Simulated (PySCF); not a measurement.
Mapped SMILES: `[CH3:1][O:2][C@@H:3]1[CH2:4][C@H:5]1[Cl:6]` (H(Xn): hydrogen on atom n). Ha(C4) is cis to O2 on the ring; Hb(C4) is trans to O2 on the ring.

Geometry: GFN2-xTB; GIAO absolute shieldings from PySCF, gas phase, non-relativistic, averaged over equivalent atoms.

At PBE0/pcSseg-1 (144 basis functions, 33 s wall time on 1 thread of an AMD EPYC, shared host):
```csv
atoms,σ (ppm)
C3,120.7
C1,126.3
C5,150.5
C4,166.5
O2,295.1
Cl6,828.6
H(C1),28.16
H(C3),28.61
H(C5),28.86
Ha(C4),30.47
Hb(C4),30.81
```

Problem. Estimate the result of repeating the calculation with WP04/def2-SVPD.

Solution. 
```csv
atoms,σ at WP04/def2-SVPD,change
C3,123.2,+2.5
C1,128.1,+1.8
C5,146.3,-4.2
C4,167.4,+0.9
O2,291.6,-3.5
Cl6,834.9,+6.3
H(C1),28.64,+0.48
H(C3),28.90,+0.29
H(C5),29.04,+0.18
Ha(C4),30.89,+0.42
Hb(C4),31.09,+0.28
```

The largest change is at Cl6 (chlorine bonded to C). Cost: 186 basis functions, 53 s wall time on 1 thread of an AMD EPYC, shared host. The order of the carbon signals is the same at both levels.

Carbons that carry Cl, above all several Cl atoms, come out too deshielded, partly because spin–orbit coupling is missing.
